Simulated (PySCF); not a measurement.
Stationary points of CH₄⁻

Computed with PBE0/[C def2-TZVPD, H def2-TZVPD], no relativity, density fitting, PySCF.

Relaxations began from a few typed shapes; open shells are unrestricted. The search is not exhaustive: other isomers or separated fragments can lie lower, and high-lying points may rest on an excited occupation.

Question: Which is the lowest minimum found?
A. doublet Td: C–H 1.098 Å (×4); H–C–H 109.5° (×6)
B. doublet D4h: C–H 1.162 Å (×4); H–C–H 90.0° (×4), H–C–H 180.0° (×2)
C. doublet D2h: C–H 1.091 Å (×2), C–H 1.245 Å (×2); H–C–H 90.0° (×4), H–C–H 180.0° (×2)

Answer: A. The others lie at 451.4 (doublet D2h, a saddle point), 457.9 (doublet D4h, a saddle point) kJ/mol above it.

For the lowest minimum: the highest occupied level lies above zero, a sign of self-interaction error or too small a basis; response properties are unreliable. The lowest empty level of this anion is unbound, so it and the gap depend on the basis.
